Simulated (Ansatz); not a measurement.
in.yaml

```yaml
crystal:
  periodic: [false, false, false]
  atoms:
    - {symbol: Ge, position_ang: [0.000000, 0.000000, 0.000000]}
    - {symbol: As, position_ang: [0.000000, 0.000000, 2.531100]}
basis:
  gaussian: {orbitals: cc-pVDZ}
magnetization: {spin_polarized: false, initial_magnetization: 1}
correlation: {method: fic_mrcisd_q_relaxed, electrons: outside_noble_gas, active_space: {window: {electrons: 5, orbitals: 3}}}
scf: {lower_state_search: light}
```

```sh
$ ansatz run in.yaml --threads 1 --pin off --events-out ev --progress --plain --max-ram 2393MiB
```

The program prints:

```
658 factors; integrals over basis functions are off by at most 1.0e-3 eV
mean field evaluation 1: about -117265.3033 eV, gradient 1.2e1 eV
mean field evaluation 2: about -117265.3038 eV, gradient 1.2e1 eV
mean field evaluation 4: about -117266.1855 eV, gradient 1.5e0 eV
mean field evaluation 8: about -117266.2598 eV, gradient 2.9e-1 eV
mean field evaluation 16: about -117265.8448 eV, gradient 5.8e0 eV
mean field evaluation 32: about -117265.0605 eV, gradient 2.8e-6 eV
mean field evaluation 64: about -117266.2614 eV, gradient 2.7e-1 eV
mean field -117266.26601731 eV, -4309.4557902061 hartree, gradient 2.1e-6 eV, S^2 0.750000; 10 other end points of the search recorded, 0 dependent functions left out
reference -117266.26601731 eV, -4309.4557902061 hartree; 33, 32 occupied and 21, 22 virtual orbitals, 658 factors
state -117266.26601731 eV, -4309.4557902061 hartree
contracted CI cycle   1: correlation 0.00000000 eV, 0.0000000000 hartree, residual 1.36e1 eV
contracted CI cycle   2: correlation -4.48940663 eV, -0.1649826506 hartree, residual 2.33e0 eV
contracted CI cycle   3: correlation -4.68470284 eV, -0.1721596541 hartree, residual 9.00e-1 eV
contracted CI cycle   4: correlation -4.71378421 eV, -0.1732283745 hartree, residual 3.91e-1 eV
contracted CI cycle   5: correlation -4.72007488 eV, -0.1734595525 hartree, residual 1.63e-1 eV
contracted CI cycle   6: correlation -4.72103044 eV, -0.1734946687 hartree, residual 5.22e-2 eV
contracted CI cycle   7: correlation -4.72112249 eV, -0.1734980513 hartree, residual 1.88e-2 eV
contracted CI cycle   8: correlation -4.72113370 eV, -0.1734984634 hartree, residual 6.54e-3 eV
contracted CI cycle   9: correlation -4.72113519 eV, -0.1734985181 hartree, residual 2.62e-3 eV
contracted CI cycle  10: correlation -4.72113547 eV, -0.1734985285 hartree, residual 1.10e-3 eV
contracted CI cycle  11: correlation -4.72113552 eV, -0.1734985302 hartree, residual 4.19e-4 eV
state -117266.26601731 eV, -4309.4557902061 hartree; corrected -117271.75228344 eV, -4309.6574067677 hartree
WARN: 2 active orbitals are nearly empty or full. The corrections depend on them more than the energy does, and are more stable in an active space without them
Total energy: -117271.75228344 eV, -4309.6574067677 hartree
```

Natural occupations: 2.0000 2.0000 1.0000.

Ran on 1 thread of Arm Neoverse V2, shared host: 9.5 s wall, 0.26 GiB peak host memory.
